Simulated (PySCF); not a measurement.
**Electric properties by functional and basis**

Species: C2H3N3.
Geometry (PBE0-D3(BJ)/def2-SVP, Å), atoms numbered from 1 in this order:
```xyz
8
C2H3N3 angstrom
C      1.2098   -0.0092   -0.3406
N      0.5844    1.0801    0.1695
C     -0.6385    0.6449    0.3738
N     -0.7254   -0.6464   -0.0017
N      0.4495   -1.0813   -0.4610
H      2.2590   -0.0161   -0.6339
H     -1.4766    1.2108    0.7799
H     -1.5240   -1.2685    0.0303
```

PySCF, dipoles from the SCF density, polarisabilities from static response with core orbitals frozen. Geometry: PBE0-D3(BJ)/def2-SVP; no solvent, vibrations or thermal averaging.

Compare the levels for these properties.

```csv
level,μ (D),error (%),α (Å³),anisotropy (Å³)
LDA/def2-SVPD,2.885,+6.9,6.29,3.23
PBE/def2-SVPD,2.832,+4.9,6.26,3.26
B3LYP/def2-SVPD,2.872,+6.4,6.13,3.15
PBE0/def2-SVPD,2.884,+6.8,6.06,3.09
BHandHLYP/def2-SVPD,2.914,+7.9,5.95,3.01
CAM-B3LYP/def2-SVPD,2.922,+8.2,6.05,3.07
wB97X-D/def2-SVPD,2.918,+8.1,6.08,3.02
LC-wPBE/def2-SVPD,2.967,+9.9,5.94,2.95
HF/def2-SVPD,2.967,+9.9,5.81,2.85
PBE0/6-31G*,2.921,+8.2,4.86,3.72
PBE0/def2-SVP,2.967,+9.9,5.00,3.27
PBE0/6-31+G*,2.996,+11.0,5.92,3.07
PBE0/aug-cc-pVDZ,2.858,+5.9,6.34,3.06
PBE0/def2-TZVP,2.902,+7.5,5.85,3.16
PBE0/def2-TZVPD,2.852,+5.6,6.31,3.12
PBE0/aug-cc-pVTZ,2.850,+5.6,6.37,3.09
```

Reference dipole: 2.700 D (measured, gas; NIST CCCBDB Release 22 (SRD 101), experimental dipoles). The anisotropy is √(½[(α1 − α2)² + (α2 − α3)² + (α3 − α1)²]). For the dipole, the smallest error is 4.9% (PBE/def2-SVPD) and the largest 11.0% (PBE0/6-31+G*). The dipole runs from 2.83 D (PBE/def2-SVPD) to 3.00 D (PBE0/6-31+G*). No reference polarisability is at hand; against PBE0 in the largest diffuse basis at hand (aug-cc-pVTZ) the other PBE0 rows deviate by 6-31G* -24%, def2-SVP -22%, 6-31+G* -7%, def2-SVPD -5%, aug-cc-pVDZ 0%, def2-TZVP -8%, def2-TZVPD -1%. In one basis (def2-SVPD) the functionals order the polarisability from HF (lowest) to LDA (highest), a spread of 8%. With PBE0 the polarisability is 5.24 Å³ without diffuse functions (mean of 6-31G*, def2-SVP and def2-TZVP) and 6.20 Å³ with them (mean of 6-31+G*, def2-SVPD, aug-cc-pVDZ, def2-TZVPD and aug-cc-pVTZ). Measured values can belong to vibrating molecules; the computed ones are for one fixed geometry.
